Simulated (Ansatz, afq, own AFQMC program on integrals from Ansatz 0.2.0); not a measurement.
## CH₅N₂⁺, singlet: AFQMC among the cluster methods

```xyz
8

N    -0.5306    0.7930   -0.6888
C    -0.0317    0.2076    0.3688
N     0.5561   -0.9603    0.3915
H    -0.5056    0.3795   -1.6181
H    -0.9695    1.7052   -0.6042
H    -0.1133    0.7438    1.3210
H     0.9127   -1.3319    1.2672
H     0.6820   -1.5368   -0.4373
```

Basis def2-TZVP. Only valence electrons are correlated. Integrals, coupled cluster, full CI and functionals: Ansatz 0.2.0; the random walks run on the same integrals in our own AFQMC program. ph-AFQMC/CISD is guided by a CISD state made of CCSD amplitudes; releasing the constraint for a short imaginary time cuts its bias at the price of noise, slowly where states lie close. Uncertainties: one standard error, sampling alone.

Determinant: RHF, the one that the program's search chose, which needn't be the lowest solution. The geometry is a PBE0/def2-SVP stationary point of this or a neighbouring charge and spin state.

No full CI on the walks' own integrals is used here. The released AFQMC energy serves as the reference, which it does only where one determinant dominates, the energy is flat over the last release times and near the phaseless one (40 meV or 2 meV an electron, half that with transition metals). On small molecules, where full CI could be run and the noise was under 10 meV, such values lay within 10 meV of it in 19 cases of 20, a flattering rate, since the rule was set on those same cases; what remains of the bias isn't in the error bar.

Cautions: the released value is read at 1.50 1/Eh with a noise of 13 meV, more than in the cases checked (meV from the phaseless value at times in 1/Eh: -1 ± 7 at 0.24, -25 ± 7 at 0.51, -29 ± 10 at 0.99, -27 ± 13 at 1.50).

```
T1 diagnostic                               : 0.0143
weight of the determinant in the CISD state : 0.845
size of the correlated space                : 18 electrons in 120 orbitals
```

| level | correlation energy (eV) |
| --- | --- |
| MP2 | -15.0559 |
| CCSD | -15.7109 |
| CCSD(T) | -16.3292 |

Problem. Estimate where phaseless AFQMC with a CISD trial lies against CCSD(T) on the same integrals.

Solution. 0.61 ± 0.15 kcal/mol below CCSD(T).

Reference: AFQMC with the constraint released, correlation energy -16.382 ± 0.013 eV.

```json
{"level": "CCSD(T)", "E − E(reference) (kcal/mol)": "1.22 ± 0.30", "share of correlation (%)": "99.68"}
{"level": "ph-AFQMC/CISD", "E − E(reference) (kcal/mol)": "0.61 ± 0.34", "share of correlation (%)": "99.84"}
```

A walk keeps the symmetry of its determinant, which the program's search chose and which needn't be the lowest solution, so a lower state of the same spin and another symmetry isn't excluded. Released energies are given only where the last usable release times agree within the noise; a slower fall can still hide under it.
